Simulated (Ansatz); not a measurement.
This geometry of FH3OSi (6 atoms, charge 0, multiplicity 1) is a first-order saddle point.

Computed with Ansatz, UKS PBE-D4/STO-3G.

```xyz
6
Properties=species:S:1:pos:R:3
Si -0.159 0.330 0.184
F 0.069 0.924 -1.344
O 0.376 -1.322 0.209
H 0.688 -1.450 -0.770
H -1.578 0.401 0.559
H 0.605 1.117 1.162
```

Which two structures does it join? (They come from a converged band through this point; their orientation in space is the band's.)

No bond is made or broken.  The two ends are copies of one structure, up to a mirror image or an exchange of like atoms.

Image 0:

```xyz
6
Properties=species:S:1:pos:R:3
Si -0.219 0.322 0.096
F -0.051 1.076 -1.367
O 0.073 -1.372 -0.077
H 1.088 -1.411 -0.272
H -1.596 0.419 0.575
H 0.706 0.966 1.045
```

Image 8:

```xyz
6
Properties=species:S:1:pos:R:3
Si -0.086 0.369 0.130
F -0.001 1.100 -1.353
O 0.801 -1.112 0.115
H 0.228 -1.721 -0.495
H -1.509 0.176 0.455
H 0.568 1.188 1.148
```

How far does it lie above each of them?

9.4 kJ/mol above the first and 9.4 kJ/mol above the second. This is the barrier of this one path; another mechanism may lie lower. Limits of this set-up: minimal basis.

Run time: 2.3 min on 1 thread of Arm Neoverse V1, with other jobs on the host, peak memory 0.095 GiB.
